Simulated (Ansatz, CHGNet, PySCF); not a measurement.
**Rock-salt MgO, cohesive energy**

Reference value: 5.2 eV/atom (measured, static lattice: zero-point vibration energy added, our sources range from 5.19 to 5.27; as tabulated in Mejia-Rodriguez and Trickey (2018), arXiv:1807.09216).

```json
[
 {"level (code)": "CHGNet 0.3.0", "value (eV/atom)": "5.09", "cell (Å³/atom)": "9.64", "error (eV/atom)": "-0.11"},
 {"level (code)": "LDA (Ansatz)", "value (eV/atom)": "5.84", "cell (Å³/atom)": "9.00", "error (eV/atom)": "+0.64"},
 {"level (code)": "PBE (PySCF)", "value (eV/atom)": "4.97 ± 0.04", "cell (Å³/atom)": "9.64", "error (eV/atom)": "-0.23"},
 {"level (code)": "r²SCAN (Ansatz)", "value (eV/atom)": "5.25", "cell (Å³/atom)": "9.29", "error (eV/atom)": "+0.05"},
 {"level (code)": "PBE0 (Ansatz)", "value (eV/atom)": "4.92", "cell (Å³/atom)": "9.28", "error (eV/atom)": "-0.28"},
 {"level (code)": "Hartree–Fock (PySCF)", "value (eV/atom)": "3.68 ± 0.08", "cell (Å³/atom)": "9.14", "error (eV/atom)": "-1.52"},
 {"level (code)": "MP2 (PySCF)", "value (eV/atom)": "5.49 ± 0.1", "cell (Å³/atom)": "9.57", "error (eV/atom)": "+0.29"}
]
```

Leaving aside CHGNet 0.3.0 (doubt noted below): Closest of the ranked levels: r²SCAN (+0.05 eV/atom). Among them Hartree–Fock (-1.52 eV/atom) misses by most. Within 0.5 eV/atom: PBE, r²SCAN, PBE0, MP2.

Published values of wave-function and many-body methods: 5.35 eV/atom (published MP2 value, static lattice, plane-wave PAW value quoted in the table; Zhang et al. (2018), doi:10.1088/1367-2630/aaf751).

Free atoms are spin-polarised, in the lowest state found; at levels without +SOC their spin–orbit coupling is left out.  A ± on a computed value is a rough bar: the spread of its extrapolation, a floor set from checks against published values, or a statistical error. CHGNet 0.3.0: free atoms can lie outside what these potentials were trained on. CHGNet 0.3.0: the energies of CHGNet 0.3.0 can hold anion corrections fitted to measured formation enthalpies. Each level is taken at its own relaxed cell. Cutoffs and k meshes differ between the levels. Ansatz's density-functional and Hartree–Fock values are scalar-relativistic unless marked +SOC, with PAW data made under PBE.

Machine-learned potentials (CHGNet 0.3.0) are trained on DFT data: a solid inside that data is no test of them.

Differences are worked out from the printed values.

Ansatz is an electronic-structure program.
